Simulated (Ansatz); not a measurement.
**Al2H, doublet: vertical spin and charge gaps**

Geometry (PBE0/def2-TZVP stationary point for this spin, not checked as a minimum):

| atom | x (Å) | y (Å) | z (Å) |
| --- | --- | --- | --- |
| Al | 0.0000 | 0.0000 | 0.3526 |
| Al | 0.0000 | 0.0000 | -2.3244 |
| H | 0.0000 | 0.0000 | 1.9718 |

Basis cc-pVTZ; Ansatz 0.2.0. Only valence electrons are correlated (noble-gas cores frozen). R marks a restricted (for open shells ROHF) determinant, U an unrestricted one. Active spaces: valence = (7e, 9o) chosen from the atoms' valence shells.

Gaps are energies of the second state less the first, at fixed atoms, for a selection of the levels run; each method lands on the state that its own search finds for that charge and spin.

HF rows are the lowest solutions found. Coupled cluster chose its determinant by trial CCSD, here up to 0.04 eV above the lowest Hartree–Fock solution of its kind, and MP2 stands on that determinant too.

**Question.** PBE gives 7.388 eV for removing an electron, to the triplet. Estimate what UCCSDT(Q) gives in cc-pVTZ.

**Answer.** UCCSDT(Q) in cc-pVTZ gives 7.461 eV, so against it PBE is off by -0.073 eV.

```json
{"level": "RHF", "gap (eV)": "6.511", "error (meV)": "-950"}
{"level": "RMP2", "gap (eV)": "7.309", "error (meV)": "-152"}
{"level": "UMP2", "gap (eV)": "7.250", "error (meV)": "-211"}
{"level": "RCCSD", "gap (eV)": "7.417", "error (meV)": "-44"}
{"level": "UCCSD", "gap (eV)": "7.406", "error (meV)": "-55"}
{"level": "RCCSD(T)", "gap (eV)": "7.459", "error (meV)": "-2"}
{"level": "UCCSD(T)", "gap (eV)": "7.453", "error (meV)": "-8"}
{"level": "BCCD(T)", "gap (eV)": "7.455", "error (meV)": "-6"}
{"level": "RCCSDT", "gap (eV)": "7.459", "error (meV)": "-2"}
{"level": "UCCSDT", "gap (eV)": "7.456", "error (meV)": "-5"}
{"level": "RCCSDT(Q)", "gap (eV)": "7.462", "error (meV)": "1"}
{"level": "CASSCF (valence space)", "gap (eV)": "6.721", "error (meV)": "-740"}
{"level": "NEVPT2 (valence space)", "gap (eV)": "7.250", "error (meV)": "-211"}
{"level": "MRCISD (valence space)", "gap (eV)": "7.369", "error (meV)": "-92"}
{"level": "MRCISD+Q (valence space)", "gap (eV)": "7.448", "error (meV)": "-13"}
{"level": "PBE0", "gap (eV)": "7.392", "error (meV)": "-69"}
{"level": "B3LYP", "gap (eV)": "7.489", "error (meV)": "28"}
{"level": "wB97M-V", "gap (eV)": "7.486", "error (meV)": "25"}
{"level": "B2PLYP", "gap (eV)": "7.383", "error (meV)": "-78"}
{"level": "RPA-PBE", "gap (eV)": "7.745", "error (meV)": "284"}
```

Quartet less doublet: 0.864 eV at UCCSDT(Q).

```
                   level  gap (eV)  error (meV)
                     RHF     0.640         -224
                    RMP2     0.724         -140
                    UMP2     0.778          -86
                   RCCSD     0.939           75
                   UCCSD     0.927           63
                RCCSD(T)     0.882           18
                UCCSD(T)     0.881           17
                 BCCD(T)     0.884           20
                  RCCSDT     0.875           11
                  UCCSDT     0.872            8
               RCCSDT(Q)     0.866            2
  CASSCF (valence space)     0.778          -86
  NEVPT2 (valence space)     0.824          -40
  MRCISD (valence space)     0.854          -10
MRCISD+Q (valence space)     0.862           -2
                     PBE     0.752         -112
                  B97M-V     0.826          -38
                    PBE0     0.796          -68
                   B3LYP     1.050          186
                 wB97M-V     1.189          325
                  B2PLYP     1.000          136
                 RPA-PBE     0.941           77
```

Full CI isn't at hand for all of this; UCCSDT(Q) serves as the reference, and is uncertain by about the last step of the cluster series. The frozen core follows each run's orbitals, which can shift R against U totals by a few meV.
